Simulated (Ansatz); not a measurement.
# C2H3Cl: the cost of one run

Computed with Ansatz 0.2.0 (the levels named in each step, unless a step's input says otherwise).

### 1 The system as given

Bond lengths: C1–C2 1.318 Å, C2–Cl3 1.721 Å, C1–H4 1.076 Å, C1–H5 1.076 Å, C2–H6 1.079 Å. Angles: C1–C2–Cl3 122.9°, C1–C2–H6 124.0°, Cl3–C2–H6 113.1°, C2–C1–H4 122.2°, C2–C1–H5 120.5°, H4–C1–H5 117.3°.

Coordinates:

```xyz
6

C    -1.7097    0.3194   -0.0799
C    -0.4513    0.7035   -0.0083
Cl    0.8638   -0.4052    0.0354
H    -1.9919   -0.7181   -0.1162
H    -2.5018    1.0465   -0.1053
H    -0.1374    1.7353    0.0293
```

### 2 A rough first relaxation, PBE-D4/def2-SVP

This run stands in another session on the same molecule. It ended at:

```xyz
6

C    -1.7244    0.3113   -0.0811
C    -0.4434    0.6983   -0.0079
Cl    0.8975   -0.4070    0.0371
H    -2.0133   -0.7493   -0.1179
H    -2.5162    1.0751   -0.1054
H    -0.1285    1.7530    0.0301
```

### 3 Relaxation, HF/STO-3G

File input.yaml:

```yaml
crystal:
  periodic: [false, false, false]
  atoms:
    - { symbol: C, position_ang: [-1.72442924, 0.31129278, -0.08105029] }
    - { symbol: C, position_ang: [-0.44336412, 0.69832609, -0.0079409] }
    - { symbol: Cl, position_ang: [0.89753282, -0.40699395, 0.03705148] }
    - { symbol: H, position_ang: [-2.01334327, -0.74932679, -0.11788323] }
    - { symbol: H, position_ang: [-2.51624577, 1.07505914, -0.10536841] }
    - { symbol: H, position_ang: [-0.12849041, 1.75301274, 0.03005136] }
basis:
  gaussian: { orbitals: STO-3G }
hamiltonian:
  xc: hf
relax:
  f_tol: 0.002
  max_steps: 150
```

Launch:

```
$ ansatz run input.yaml --threads 2 --pin off --max-ram 5120MiB --backend cpu --events-out ev --progress --plain --runs-dir out
```

**Question.** How long does this run take on 2 threads of Intel Xeon at 2.50GHz (Skylake/Cascade Lake), shared host, and how much memory does it need?

About 6.4 s, with a peak of 0.093 GiB.
